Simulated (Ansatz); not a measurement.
The reference is C in the diamond structure (space group Fd-3m, No. 227; a = 3.560 Å).

Computed with r2SCAN in Ansatz (plane waves to 500 eV, PAW, no spin-orbit coupling).

Modification: full substitution C → Sn, then cell and atoms are relaxed.

Measured lattice parameter a: C 3.553 Å (static lattice; corrected from measurement; as listed in Daniel Mejia-Rodriguez, S. B. Trickey, Phys. Rev. B (2018)); Sn 6.477 Å (static lattice; corrected from measurement; as listed in Daniel Mejia-Rodriguez, S. B. Trickey, Phys. Rev. B (2018)).

Q: How well does r2SCAN reproduce the measured shift?

A: With r2SCAN the lattice parameter a moves by +3.006 Å (3.560 → 6.567) against +2.924 Å measured.

Whether these cells are dynamically stable was not tested.

Ansatz is a first-principles code.
